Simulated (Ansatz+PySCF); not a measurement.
A calculation with Ansatz (development build ahead of 0.2.0).

```yaml
crystal:
  periodic: [false, false, false]
  atoms:
    - { symbol: Li, position_ang: [0.0, 0.0, 0.0] }
    - { symbol: F, position_ang: [10.0, 0.0, 0.0] }
basis:
  gaussian: { orbitals: STO-3G }
magnetization:
  spin_polarized: true
hamiltonian:
  xc: hf
correlation:
  method: mp2
  frozen_orbitals: { F: 1, Li: 0 }
scf:
  omitted_lower_state_checks: [starts, atomic_configurations, cluster_reference, orbital_swaps, given_window_search, neighbouring_geometries, increment]
```

The input is written out in the form of the current development build from the run's settings.

The run gave:

```
Converged                       : yes
Reference energy                : -105.30203 hartree
Correlation energy              : -0.00026 hartree
Total energy                    : -105.30229 hartree
Spin squared of the determinant : 1.000
Stability test                  : minimum
```

Caution: bonds are stretched, where a single reference can fail; the unrestricted determinant is a mixture of spin states.
